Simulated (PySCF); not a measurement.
Compound: C3H2ClFO.
Atom-mapped SMILES: `[O:1]=[C:2]=[C:3]([Cl:4])[CH2:5][F:6]` (hydrogens: H7, H8 on C5)

Structure optimised with GFN2-xTB, isolated species.

Task: What internal coordinates does the optimisation give?

Result: 
| bond | length (Å) | order |
| --- | --- | --- |
| O1=C2 | 1.158 | double |
| C2=C3 | 1.303 | double |
| C3–Cl4 | 1.758 | single |
| C3–C5 | 1.495 | single |
| C5–F6 | 1.377 | single |
| C5–H7, C5–H8 | 1.094 | single |

Bonds in one row agree within 0.01 Å and their mean is given. Orders are formal, as drawn. A selection of angles:
| angle | degrees |
| --- | --- |
| O1–C2–C3 | 177.1 |
| C2–C3–Cl4 | 116.0 |
| C2–C3–C5 | 125.3 |
| Cl4–C3–C5 | 118.3 |
| C3–C5–F6 | 111.4 |
| C3–C5–H7 | 111.0 |
| C3–C5–H8 | 110.2 |
| F6–C5–H7 | 106.3 |
| F6–C5–H8 | 106.7 |
| H7–C5–H8 | 110.9 |

Dihedral angles: C2–C3–C5–F6 -82° (synclinal). The mirror-image conformer, all signs reversed, is as good.

The 2 C–C bonds span 1.303 Å (C2=C3, drawn double) to 1.495 Å (C3–C5, drawn single), a spread of 0.192 Å.

Point group: C1 (no symmetry element, even within 0.4 Å). Stationary, but not proved a minimum. One conformer, not necessarily the lowest.

All values are computed, not measured.
